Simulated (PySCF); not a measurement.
# Orbital picture of CF

r²SCAN at R = 1.272 Å; PySCF, no relativity, basis sets C def2-SVPD, F def2-SVPD. State: ²Π (doublet), unpaired electrons π ↑. Only the outer orbitals are listed, counted within each symmetry.

```tsv
spin	orbital	occ.	ε (eV)	on C (%)	main shells (%)
α	3σ	1	-34.82	11	86 F s
α	4σ	1	-17.97	29	59 F p, 24 C s, 12 F s
α	1π	1	-14.12	14	86 F p, 13 C p
α	1π	1	-13.99	10	89 F p, 10 C p
α	5σ	1	-10.41	91	67 C s, 23 C p, 11 F p
α	2π	1	-5.14	84	84 C p, 14 F p
α	2π	0	-3.85	86	85 C p, 11 F p
α	6σ	0	2.11	105	76 C s, 23 C p, 21 F p
α	7σ	0	3.46	80	76 C s, 16 F s
β	3σ	1	-34.58	9	87 F s
β	4σ	1	-17.42	24	65 F p, 18 C s, 11 F s
β	1π	1	-13.89	9	90 F p, 9 C p
β	1π	1	-13.29	7	93 F p
β	5σ	1	-9.32	95	71 C s, 23 C p
β	2π	0	-3.40	86	84 C p, 11 F p
β	2π	0	-1.61	85	83 C p, 11 F p
β	6σ	0	2.50	81	56 C s, 30 F p, 19 C p
```

Which are the highest filled and the lowest empty level, where do they sit, and how wide is the gap?

Highest filled α 2π at -5.14 eV (in %: 84 C p, 14 F p); lowest empty α 2π at -3.85 eV (in %: 85 C p, 11 F p); the gap at r²SCAN is 1.29 eV. Both belong to one degenerate shell, split only by its one-sided filling, so this is no excitation gap.

```
bond order (Mayer)                             : 1.16
⟨S²⟩                                           : 0.756
charge on C (Mulliken, basis-dependent)        : 0.17
charge on C (Löwdin, basis-dependent)          : 0.28
dipole moment (positive dipole means C(−)F(+)) : 0.86 D
```

Shares are Mulliken populations and can fall outside 0 to 100 %.

The state is the lowest determinant that a PBE0 search found; another state may lie lower at other levels.
